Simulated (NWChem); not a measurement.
System: methanol (CH4O); SMILES OC

Results from NWChem. Each level has its own optimisation; frequencies are unscaled.

Taking Hartree-Fock/def2-TZVP as the yardstick, which of these has the fewest basis functions while keeping “highest harmonic frequency (cm⁻¹)” within 10 cm⁻¹ of it: Hartree-Fock/def2-SVPD; Hartree-Fock/def2-SVP; Hartree-Fock/STO-3G?

none of them.
```
level                   basis functions  highest harmonic frequency (cm⁻¹)
----------------------  ---------------  ---------------------------------
Hartree-Fock/STO-3G                  14                               4228
Hartree-Fock/def2-SVP                48                               4193
Hartree-Fock/def2-SVPD               75                               4203
Hartree-Fock/def2-TZVP               86                               4156
```

The yardstick is one finite set, not the basis-set limit.
